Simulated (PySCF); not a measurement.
C2H6. Atoms are numbered in the order given.

```xyz
8

C      0.0000     0.0000    -0.7616
C      0.0000     0.0000     0.7616
H     -0.8813    -0.5088    -1.1594
H      0.8813    -0.5088    -1.1594
H      0.0000     1.0177    -1.1594
H     -0.8813     0.5088     1.1594
H      0.8813     0.5088     1.1594
H      0.0000    -1.0177     1.1594
```

Geometry: r2SCAN-D4/def2-TZVP.

The numbers are results of TDDFT-PBE/def2-TZVPD (PySCF 2.14.0), not measurements.

Vertical excitations; the highest root listed may be one member of a degenerate set. The molecule is in vacuum. State labels are in the subgroup C2h.

| state | symmetry | energy (eV) | λ (nm) | f | main pairs |
|---|---|---|---|---|---|
| S1 | Ag | 8.09 | 153 | 0.000 | HOMO→LUMO (degenerate set) |
| S2 | Bg | 8.09 | 153 | 0.000 | HOMO−1→LUMO (degenerate set) |
| S3 | Bu | 8.82 | 141 | 0.057 | HOMO→LUMO+1 (degenerate set) |
| S4 | Au | 8.82 | 141 | 0.057 | HOMO−1→LUMO+1 (degenerate set) |
| S5 | Ag | 8.95 | 139 | 0.000 | HOMO−2→LUMO 99 % |
| S6 | Bu | 9.61 | 129 | 0.134 | HOMO−2→LUMO+1 97 % |
| S7 | Au | 9.69 | 128 | 0.000 | HOMO−1→LUMO+2 51 %, HOMO→LUMO+3 49 % |
| S8 | Bu | 9.70 | 128 | 0.033 | HOMO→LUMO+2, HOMO−1→LUMO+3 (degenerate set) |
| S9 | Au | 9.70 | 128 | 0.033 | HOMO→LUMO+3, HOMO−1→LUMO+2 (degenerate set) |
| S10 | Bu | 9.91 | 125 | 0.224 | HOMO−1→LUMO+3 48 %, HOMO→LUMO+2 48 % |
| T1 | Ag | 7.89 | 157 | 0 | HOMO→LUMO (degenerate set) |
| T2 | Bg | 7.89 | 157 | 0 | HOMO−1→LUMO (degenerate set) |
| T3 | Bu | 8.62 | 144 | 0 | HOMO→LUMO+1 (degenerate set) |
| T4 | Au | 8.62 | 144 | 0 | HOMO−1→LUMO+1 (degenerate set) |
Triplets are in the Tamm–Dancoff approximation, which puts them higher than full response would, so one can lie above its singlet here.
